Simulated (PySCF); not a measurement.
Calculation: PBE-D3(BJ)/def2-TZVP // PBE0-D3(BJ)/def2-TZVP (PySCF). Isolated molecules, 0 K electronic values unless said otherwise. Delta-SCF ions had no search for a lower state. Excitations are Tamm–Dancoff values on a coarser integration grid. The basis has no diffuse functions, so Rydberg states are missing or too high.

Reference species (SMILES): `C(=C)=C` (neutral, multiplicity 1).

- vertical ionisation energy (Delta-SCF): 10.03 eV
- S1 excitation (TDA): 5.86 eV

Changed species: `C=C=CCl` (X = chloro; the reference has X = H).

Q: Give the shifts of the vertical ionisation energy (Delta-SCF) and S1 excitation (TDA).

A: the vertical ionisation energy (Delta-SCF) drops by 0.66 eV, to 9.37 eV; the S1 excitation (TDA) falls by 1.27 eV, to 4.59 eV.
